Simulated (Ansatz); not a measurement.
We consider GeS (Pnma, No. 62), described by LDA (Ansatz, an electronic-structure program, PAW).

Numerical settings: plane-wave cutoff 520 eV, 16×14×6 k mesh (along the axes of the cell as run), Fermi–Dirac smearing 0.05 eV, scalar-relativistic PAW data made under PBE.

Cell (relaxed at this level):

```cif
data_Ge4S4
_chemical_formula_sum 'Ge4 S4'
_space_group_name_H-M_alt 'P 1'
_space_group_IT_number 1
_cell_length_a 3.64094
_cell_length_b 4.09223
_cell_length_c 10.18047
_cell_angle_alpha 90.000
_cell_angle_beta 90.000
_cell_angle_gamma 90.000
loop_
_space_group_symop_operation_xyz
  'x, y, z'
loop_
_atom_site_label
_atom_site_type_symbol
_atom_site_fract_x
_atom_site_fract_y
_atom_site_fract_z
_atom_site_occupancy
Ge1 Ge 0.25000 0.38020 0.38166 1
Ge2 Ge 0.25000 0.11980 0.88166 1
Ge3 Ge 0.75000 0.61980 0.61834 1
Ge4 Ge 0.75000 0.88020 0.11834 1
S1 S 0.25000 0.49264 0.14701 1
S2 S 0.25000 0.00736 0.64701 1
S3 S 0.75000 0.50736 0.85299 1
S4 S 0.75000 0.99264 0.35299 1
```

Task: Estimate the bulk modulus B0, band gap and pressure derivative B′ of the bulk modulus that the calculation returns.

Result: 
* **bulk modulus B0**: 42.9 GPa
* **band gap**: 0.73 eV (on the SCF k mesh)
* **pressure derivative B′ of the bulk modulus**: 7.2

Measured, for comparison: band gap 1.65 eV (room temperature, no zero-point or thermal correction, our sources range from 1.58 to 1.65; as tabulated in Setten et al. (2017), arXiv:1709.07349).

Note: the volume lies 7 % below that of the published cell; the bulk modulus comes from volumes at which shape and atoms were relaxed.

Spin–orbit coupling is not included.

Computed values are for the static lattice.

Computing time: roughly 100 core-minutes.
